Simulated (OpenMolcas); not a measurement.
# One shape, several levels: SiNH4F (SMILES N[SiH2]F)

Aim: a comparison of 6 runs (B2PLYP/aug-cc-pVDZ, BLYP/aug-cc-pVDZ, M06-2X/aug-cc-pVDZ, PBE0/aug-cc-pVDZ, MP2/aug-cc-pVDZ, CCSD(T)/aug-cc-pVDZ) of SiNH4F. 

The results are computed with OpenMolcas 26.06.

1 further run of the same task is left out (set aside as unsound or not needed).

### 1 The molecule

SiNH4F has 7 atoms, charge 0, and is taken as a singlet. As SMILES, `N[SiH2]F`. The shape is that of a PBE0-D4/def2-TZVP optimisation. This is one conformer, not always the lowest.

Bond lengths: N1–Si2 1.696 Å, Si2–F3 1.605 Å, N1–H4 1.006 Å, N1–H5 1.006 Å, Si2–H6 1.479 Å, Si2–H7 1.479 Å. Angles: N1–Si2–F3 114.6°, N1–Si2–H6 108.3°, N1–Si2–H7 108.3°, F3–Si2–H6 105.8°, F3–Si2–H7 105.8°, Si2–N1–H4 122.0°, Si2–N1–H5 122.0°, H6–Si2–H7 114.0°, H4–N1–H5 111.8°.

### 2 The energy at B2PLYP/aug-cc-pVDZ (run 1)

mol.input

```
* FH4NSi Kohn-Sham DFT

&GATEWAY
 BasLib
 $CurrDir
 Coord
 7
 angstrom
 N       -0.761500       0.339000      -0.625200
 Si       0.531100      -0.115700       0.373400
 F        0.515100      -1.653900       0.829800
 H       -0.786600       0.105100      -1.603600
 H       -1.682200       0.513500      -0.258400
 H        0.455900       0.676200       1.620700
 H        1.789400       0.068000      -0.382300
 Basis
 aug-cc-pVDZ
 Group
 NoSym

&SEWARD
 GridInput
 Grid=UltraFine
 End of Grid

&SCF
 KSDFT
 B2PLYP_SCF
 Thresholds
 1e-10 1e-07 1e-07 1e-05
 PrOrbitals
 1 1

&MBPT2
 Frozen
 7
```

The basis set aug-cc-pVDZ is read from a file made from the Basis Set Exchange's data (not shown).

Run with:

```sh
$ export MOLCAS_MEM=1860
$ pymolcas mol.input > mol.log
```

The log of the run:

```text
--- Start Module: gateway ---
[...]
--- Stop Module: gateway /rc=_RC_ALL_IS_WELL_ ---
[...]
      Basis functions          109
[...]
--- Start Module: scf ---
[...]
       Convergence after  12 Iterations
[...]
::    Total KS-DFT energy                            -446.1856717565
[...]
      Total spin, S                                     0.0000000000
[...]
      Total electronic charge=   34.000000
      Total            charge=   -0.000000
[...]
      Dipole Moment (debye):
      Origin of the operator (angstrom)=    0.2116   -0.4390    0.2589
                   X= -1.0888E+00               Y=  1.1793E+00               Z= -1.0832E+00           Total=  1.9364E+00
      Quadrupole Moment (debye*angstrom):
[...]
--- Stop Module: scf /rc=_RC_ALL_IS_WELL_ ---
[...]
--- Start Module: mbpt2 ---
[...]
 ###    WARNING: MP2 implementation intended for RHF references only         ###
 ###############################################################################
MBPT2 WARNING: Reference function according to RunFile:KS-DFT
I'll assume you know what you're doing and continue
WARNING!
Default frozen orbitals as non valence orbitals is overwritten by user input.
Default values:   4
[...]
       Reference weight ( Cref**2 )         =        0.82048
::    Total MBPT2 energy                             -446.7843876306
[...]
      Total MBPT2 calculations                           0.38      0.45
--- Stop Module: mbpt2 /rc=_RC_ALL_IS_WELL_ ---
[...]
```

Run time: 26 s. Hardware: 1 thread of Intel Xeon 6975P-C (Granite Rapids), shared host; peak memory 0.64 GiB.

### 3 Energy and gradient at BLYP/aug-cc-pVDZ (run 2)

geom.xyz

```xyz
7

N     -0.761500     0.339000    -0.625200
Si     0.531100    -0.115700     0.373400
F      0.515100    -1.653900     0.829800
H     -0.786600     0.105100    -1.603600
H     -1.682200     0.513500    -0.258400
H      0.455900     0.676200     1.620700
H      1.789400     0.068000    -0.382300
```

run.inp

```
* FH4NSi Kohn-Sham DFT
>>> EXPORT MOLCAS_PRINT=2

&GATEWAY
  BasLib = $CurrDir
  Coord = geom.xyz
  Basis = aug-cc-pVDZ
  Group = NoSym

&SEWARD
  GridInput
  Grid=UltraFine
  End of Grid

&SCF
  KSDFT = BLYP
  Thresholds = 1e-10 1e-07 1e-07 1e-05
  PrOrbitals = 1 1

&ALASKA
```

The basis set aug-cc-pVDZ is read from a file made from the Basis Set Exchange's data (not shown).

Run with:

```sh
$ export MOLCAS_MEM=1860
$ pymolcas run.inp > run.log
```

The log of the run:

```text
--- Start Module: gateway ---
[...]
--- Stop Module: gateway /rc=_RC_ALL_IS_WELL_ ---
[...]
      Basis functions          109
[...]
--- Start Module: scf ---
[...]
       Convergence after  15 Iterations
[...]
::    Total KS-DFT energy                            -446.5523479613
[...]
      Total spin, S                                     0.0000000000
[...]
      Total electronic charge=   34.000000
      Total            charge=   -0.000000
[...]
      Dipole Moment (debye):
      Origin of the operator (angstrom)=    0.2116   -0.4390    0.2589
                   X= -1.1223E+00               Y=  1.0793E+00               Z= -1.0752E+00           Total=  1.8922E+00
      Quadrupole Moment (debye*angstrom):
[...]
--- Stop Module: scf /rc=_RC_ALL_IS_WELL_ ---
[...]
--- Start Module: alaska ---
[...]
 *              Molecular gradients               *
 **************************************************
  Irreducible representation: a
 ------------------------------------------------------------------------------------------
                              X                       Y                       Z
 ------------------------------------------------------------------------------------------
  N1                9.64888458357649E-03   -7.64439108382753E-03    8.71240648710536E-03
  SI2              -1.68596592276975E-02   -3.23243984548220E-02   -1.45871676241804E-03
  F3                4.24242343316505E-04    4.39236150335880E-02   -1.30537272204725E-02
  H4                7.08782424434951E-04    2.35222109003230E-03    1.11434164283599E-02
  H5                1.05505049856109E-02   -2.14452829655709E-03   -3.67576796157021E-03
  H6                4.39650317080265E-04   -3.29045604553935E-03   -4.83772922262382E-03
  H7               -4.91240542630500E-03   -8.72062242849525E-04    3.17011825153157E-03
 ------------------------------------------------------------------------------------------
--- Stop Module: alaska /rc=_RC_ALL_IS_WELL_ ---
[...]
```

It took 37 s on 1 thread of Intel Xeon 6975P-C (Granite Rapids), shared host; peak memory 0.64 GiB.

Runs 3 to 5 aren't shown in full; the table further down has their settings and results.

### 4 A single-point energy at CCSD(T)/aug-cc-pVDZ (Cholesky decomposition) (run 6)

run.input

```
&GATEWAY
  BasLib=$CurrDir
  Coord
  7
  bohr
  N     -1.43902644     0.64061716    -1.18145677
  Si     1.00363354    -0.21864131     0.70562373
  F      0.97339793    -3.12541804     1.56809474
  H     -1.48645857     0.19861022    -3.03036481
  H     -3.17889729     0.97037436    -0.48830523
  H      0.86152614     1.27783281     3.06267913
  H      3.38147593     0.12850138    -0.72244230
  Basis=aug-cc-pVDZ
  Group=NoSym

&SEWARD
  High

&SCF
  Thresholds=1e-10 1e-07 1e-07 1e-05
  PrOrbitals=1

&CHCC
  Frozen=7
  Threshold=1e-08
  MaxIterations=80

&CHT3
  Frozen=7
```

The basis set aug-cc-pVDZ is read from a file made from the Basis Set Exchange's data (not shown).

Run with:

```sh
$ export MOLCAS_MEM=1860
$ pymolcas run.input > run.log
```

The log of the run:

```text
--- Start Module: gateway ---
[...]
--- Stop Module: gateway /rc=_RC_ALL_IS_WELL_ ---
[...]
      Basis functions          109
[...]
       Convergence after  13 Iterations
[...]
::    Total SCF energy                               -445.2584679084
[...]
      Total spin, S                                     0.0000000000
[...]
      Total electronic charge=   34.000000
      Total            charge=   -0.000000
[...]
      Dipole Moment (debye):
      Origin of the operator (angstrom)=    0.2116   -0.4390    0.2589
                   X= -1.0870E+00               Y=  1.2129E+00               Z= -1.0923E+00           Total=  1.9611E+00
      Quadrupole Moment (debye*angstrom):
[...]
--- Start Module: chcc ---
[...]
--- Stop Module: chcc /rc=_RC_ALL_IS_WELL_ ---
[...]
--- Start Module: cht3 ---
[...]
--- Stop Module: cht3 /rc=_RC_ALL_IS_WELL_ ---
[...]
```

Run time: 2.6 min. Hardware: 1 thread of Intel Xeon 6975P-C (Granite Rapids), shared host; peak memory 0.2 GiB.

### 5 The series

| run | level | task | frozen core orbitals | energy (Eh) | dipole moment (D) of the reference | HOMO energy (eV) | LUMO energy (eV) | wall time |
| --- | --- | --- | --- | --- | --- | --- | --- | --- |
| 1 | B2PLYP/aug-cc-pVDZ | energy | 7 | -446.347325 | 1.94 | -9.50 | 0.18 | 26 s |
| 2 | BLYP/aug-cc-pVDZ | gradient | – | -446.552348 | 1.89 | -6.57 | -0.90 | 37 s |
| 3 | M06-2X/aug-cc-pVDZ | gradient | – | -446.510967 | 1.90 | -9.55 | -0.20 | 42 s |
| 4 | PBE0/aug-cc-pVDZ | gradient | – | -446.308075 | 1.94 | -8.16 | -0.28 | 35 s |
| 5 | MP2/aug-cc-pVDZ | energy | 7 | -445.753283 | 1.96 | -11.79 | 0.92 | 9.9 s |
| 6 | CCSD(T)/aug-cc-pVDZ (Cholesky decomposition) | energy | 7 | -445.794389 | 1.96 | -11.79 | 0.92 | 2.6 min |

### 6 Summary of results

| quantity | value |
| --- | --- |
| run 6: total energy | -445.79439 Eh |
| run 6: dipole moment (mean-field density) | 1.96 D |
| run 6: HOMO energy (Hartree–Fock orbitals) | -11.79 eV |
| run 6: LUMO energy (Hartree–Fock orbitals) | 0.92 eV |
| run 6: HOMO–LUMO gap (Hartree–Fock orbitals) | 12.71 eV |
| run 6: correlation energy (7 core orbitals frozen) | -535.9 mEh |
| run 6: (T) correction | -13.34 mEh |

Over runs 1, 2, 3, 4 the dipole moment (its size) runs from 1.89 D (BLYP/aug-cc-pVDZ) to 1.94 D (PBE0/aug-cc-pVDZ). Over runs 1, 2, 3, 4 the HOMO–LUMO gap runs from 5.68 eV (BLYP/aug-cc-pVDZ) to 9.68 eV (B2PLYP/aug-cc-pVDZ). A double hybrid's value is that of its SCF part. For B2PLYP the log adds the whole second-order term; the table takes 0.27 of it, as the functional is defined. Totals of different functionals can't be ranked against each other. All runs together took 5.1 min, the longest 2.6 min.
